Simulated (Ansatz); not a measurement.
A structure relaxed at r2SCAN-D4/def2-TZVP in Ansatz, charge 0, singlet:

| atom | x (Å) | y (Å) | z (Å) |
| --- | --- | --- | --- |
| Al1 | 0.638 | 0.133 | 0.308 |
| H2 | 1.018 | 1.640 | 0.537 |
| H3 | 1.522 | -1.109 | 0.688 |
| C4 | -1.076 | -0.226 | -0.519 |
| N5 | -2.102 | -0.437 | -1.014 |

**Question.** Give its formula, name or SMILES and point group.

**Answer.** AlH2(CN) (CH2AlN). Point group C2v (tolerance 0.1 Å).

**Question.** Summarise the bond lengths by kind (pairs closer than 1.2 times the sum of covalent radii, bridged metal pairs left out).

**Answer.** 1 × Al–C 1.94 Å; 1 × C–N 1.16 Å; 2 × Al–H 1.57 Å.
